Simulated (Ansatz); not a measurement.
# FMg: the cost of one run

Computed with Ansatz 0.2.0 (DFT unrestricted PBE0, Gaussian basis aug-cc-pCVQZ, and further levels as typed in the inputs, unless a step's input says otherwise).

**1. Starting point**

Bond lengths: Mg1–F2 1.750 Å.

Coordinates:

```xyz
2

Mg    0.0000    0.0000    0.0000
F     0.0000    0.0000    1.7500
```

**2. Single point: FMg**

The input, input.yaml:

```yaml
crystal:
  periodic: [false, false, false]
  atoms:
    - { symbol: Mg, position_ang: [0.0, 0.0, 0.0] }
    - { symbol: F, position_ang: [0.0, 0.0, 1.75] }
magnetization:
  spin_polarized: true
  initial_magnetization: 1
basis:
  gaussian: { orbitals: aug-cc-pCVQZ.json }
hamiltonian:
  xc: pbe0
output:
  orbitals: {}
```

The run is started by

```console
> ansatz run input.yaml --threads 8 --pin off --max-ram 32768MiB --backend cpu --events-out ev --progress --plain --runs-dir out
```

Q: Estimate wall time and peak memory on 8 threads of Intel Xeon Platinum 8259CL at 2.50GHz (Skylake/Cascade Lake), shared host.

About 1.6 s, with a peak of 0.58 GiB.
